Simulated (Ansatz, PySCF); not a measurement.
Gas-phase enthalpy of formation at 298 K, by the atomisation route, of c1ccoc1 (SMILES; C4H4O). Geometries: B3LYP-D3(BJ)/def2-TZVP minima from Ansatz (a program for electronic structure). Cores are frozen in the correlated levels unless marked. Open shells are spin-unrestricted. Spin-orbit coupling is left out. Non-relativistic. Basis-set limits of correlation are two-point, X^-3; Hartree-Fock from the larger set. The bracket is a focal-point correction in the basis named. Unstable Hartree-Fock reference: c1ccoc1. Thermal terms are rigid-rotor harmonic-oscillator values from B3LYP-D3(BJ) frequencies (PySCF) at 298.15 K and 1 atm. 1 Eh = 627.5095 kcal/mol.

```json
[
 {"species": "c1ccoc1", "count": "1", "E, RI-MP2/CBS(cc-pVTZ,cc-pVQZ)+[CCSD(T)-MP2]/cc-pVTZ (Ansatz) (Eh)": "-229.75000", "E, PBE/def2-TZVPD (Ansatz) (Eh)": "-229.83598", "measured ΔHf at 0 K (kcal/mol)": "-", "H(298) - H(0) of the element (kcal/mol)": "-"},
 {"species": "C atom", "count": "4", "E, RI-MP2/CBS(cc-pVTZ,cc-pVQZ)+[CCSD(T)-MP2]/cc-pVTZ (Ansatz) (Eh)": "-37.79136", "E, PBE/def2-TZVPD (Ansatz) (Eh)": "-37.79605", "measured ΔHf at 0 K (kcal/mol)": "169.98", "H(298) - H(0) of the element (kcal/mol)": "0.25"},
 {"species": "H atom", "count": "4", "E, RI-MP2/CBS(cc-pVTZ,cc-pVQZ)+[CCSD(T)-MP2]/cc-pVTZ (Ansatz) (Eh)": "-0.49995", "E, PBE/def2-TZVPD (Ansatz) (Eh)": "-0.49962", "measured ΔHf at 0 K (kcal/mol)": "51.63", "H(298) - H(0) of the element (kcal/mol)": "1.01"},
 {"species": "O atom", "count": "1", "E, RI-MP2/CBS(cc-pVTZ,cc-pVQZ)+[CCSD(T)-MP2]/cc-pVTZ (Ansatz) (Eh)": "-75.00444", "E, PBE/def2-TZVPD (Ansatz) (Eh)": "-75.01069", "measured ΔHf at 0 K (kcal/mol)": "58.99", "H(298) - H(0) of the element (kcal/mol)": "1.04"}
]
```

Molecule: zero-point energy 43.82, H(298) - H(0) 2.92 kcal/mol. The route leaves out scalar relativity and anharmonic zero-point terms, the atoms' spin-orbit terms, and in the frozen-core level the core correlation. Atomic data: G2/97 table in ASE.

Measured: -8.3 kcal/mol (G2/97 table in ASE (Curtiss et al.)). This is an older compilation, not checked against later work.

Question: Work out De, D0 and ΔHf at 0 and 298 K at both levels, and their errors against the measured value.

Answer: 
The atoms' values sum to 945.43 (0 K) and 6.08 (thermal), in kcal/mol.
- RI-MP2/CBS(cc-pVTZ,cc-pVQZ)+[CCSD(T)-MP2]/cc-pVTZ: De = 991.67; D0 = 991.67 - 43.82 = 947.85; ΔHf(0 K) = 945.43 - 947.85 = -2.42; ΔHf(298 K) = -2.42 + 2.92 - 6.08 = -5.58; error +2.7.
- PBE/def2-TZVPD: De = 1030.75; D0 = 1030.75 - 43.82 = 986.93; ΔHf(0 K) = 945.43 - 986.93 = -41.50; ΔHf(298 K) = -41.50 + 2.92 - 6.08 = -44.66; error -36.4.
